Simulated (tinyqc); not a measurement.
Hueckel theory of the pi electrons, for the molecule C=C(O)Cl (SMILES; centres numbered as the heavy atoms are written), step by step. One step of it, computed by the program tinyqc.

Question. Orbitals. Diagonalise; E = alpha + x beta with beta < 0, so the largest x are filled first; degenerate levels share their electrons. P = sum n_i c_ri c_si; each orbital has its largest coefficient positive (the first on a tie).

Hueckel matrix in units of beta (H = alpha + beta A):
```
           1C        2C        3O       4Cl
1C   0.000000  1.000000  0.000000  0.000000
2C   1.000000  0.000000  0.800000  0.400000
3O   0.000000  0.800000  2.000000  0.000000
4Cl  0.000000  0.400000  0.000000  2.000000
```

pi electrons, sum of z_r less the charge = 6

Give: x values; occupations; coefficients; charge and bond-order matrix P.

Answer.

x values: 2.403  2.000  0.733  -1.136

occupations: 2.000  2.000  2.000  0.000

coefficients:
```
       MO1     MO2     MO3     MO4
1C   0.168   0.000   0.744  -0.646
2C   0.405   0.000   0.546   0.734
3O   0.804  -0.447  -0.344  -0.187
4Cl  0.402   0.894  -0.172  -0.094
```

charge and bond-order matrix P:
```
         1C     2C      3O     4Cl
1C    1.165  0.948  -0.242  -0.121
2C    0.948  0.923   0.275   0.137
3O   -0.242  0.275   1.930  -0.035
4Cl  -0.121  0.137  -0.035   1.982
```
